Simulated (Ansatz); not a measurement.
Relaxation of CH₆AlN (9 atoms, charge 0, multiplicity 1), to a largest force component of 0.02 eV/Å in at most 40 steps.

These are results of RKS PBE-D4/def2-SVPD in Ansatz 0.2.0, not measurements.

```xyz
9
Properties=species:S:1:pos:R:3:forces:R:3
Al 0.000 0.000 0.000 1.85 0.01 -0.41
C 0.000 0.000 1.970 -0.13 -0.18 -0.46
H -1.000 -0.309 2.341 0.08 0.09 0.15
H 0.768 -0.711 2.341 -0.01 0.15 0.14
H 0.232 1.020 2.341 0.03 -0.09 0.15
N 1.663 0.000 -0.960 -0.86 0.01 0.49
H 2.129 -0.918 -1.212 -0.25 1.79 0.11
H 2.114 0.918 -1.238 -0.23 -1.79 0.14
H -1.351 0.000 -0.780 -0.48 0.01 -0.32
```

Task: Where does it end, and by what steps?

Result: The forces met the threshold. The force dipped under the threshold on the way, but the program's further checks kept it going. After 21 steps the energy has fallen by 0.739 eV; H8 moved furthest, 1.21 Å.

```
step  energy less start (eV)  largest force component (eV/Å)  accepted
   0                  0.0000                           1.854       yes
   1                 -0.2133                           0.853       yes
   2                 -0.2977                           0.873       yes
   3                 -0.4132                           0.925       yes
   4                 -0.5302                           0.958       yes
   5                 -0.6532                           0.444       yes
   6                 -0.7185                           0.181       yes
   7                 -0.7254                           0.152       yes
   8                 -0.7160                           0.735        no
   9                 -0.7351                           0.071       yes
  10                 -0.7365                           0.093       yes
  11                 -0.7367                           0.054       yes
  12                 -0.7376                           0.025       yes
  13                 -0.7379                           0.066       yes
  14                 -0.7381                           0.046       yes
  15                 -0.7383                           0.057       yes
  16                 -0.7387                           0.059       yes
  17                 -0.7388                           0.048       yes
  18                 -0.7389                           0.042       yes
  19                 -0.7391                           0.020       yes
  20                 -0.7392                           0.009       yes
  21                 -0.7393                           0.017       yes
```

```xyz
9
Properties=species:S:1:pos:R:3
Al 0.053 0.234 0.011
C 0.029 -0.081 1.948
H -0.777 -0.788 2.237
H 0.986 -0.495 2.327
H -0.171 0.857 2.508
N 1.551 -0.098 -0.926
H 2.425 -0.452 -0.537
H 1.647 0.040 -1.932
H -1.189 0.785 -0.833
```

The run took 32 s on 2 threads of Arm Neoverse V2 (shared host), peak memory 0.13 GiB.
